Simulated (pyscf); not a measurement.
Thermochemistry of product channels of `[Cl][GeH]([Cl])[GeH3]` on the singlet surface, in kJ/mol, from ωB97M-D3(BJ)/def2-TZVP energies (ideal gas, 1 atm, RRHO with modes under 100 cm⁻¹ raised to 100, one conformer, R ln 2 for chiral ones without a mode under 150 cm⁻¹). Single points on ωB97X-D3(BJ)/def2-SVP structures (PySCF, gas phase).

```tsv
products	ΔE	ΔH(298 K)	ΔG(600 K)	ΔG(1200 K)
`[Cl][GeH2][GeH2][Cl]`	___	+8.1	+17.4	___
`[Cl][Ge]([Cl])=[GeH2]` + `[H][H]`	+168.7	+155.8	+80.6	+3.2
```

Q: Complete the blanks.

A: 
- `[Cl][GeH2][GeH2][Cl]`, ΔE: +7.3
- `[Cl][GeH2][GeH2][Cl]`, ΔG(1200 K): +27.2

These are energies of the channels, which say nothing of barriers. Cl–Ge(Cl)=GeH₂ lies 45.3 kJ/mol over its isomer Cl–Ge:–GeH₂–Cl [singlet] (electronic energy, ωB97M-D3(BJ)/def2-TZVP). Elements up to Kr have no core potential and no relativistic terms here.
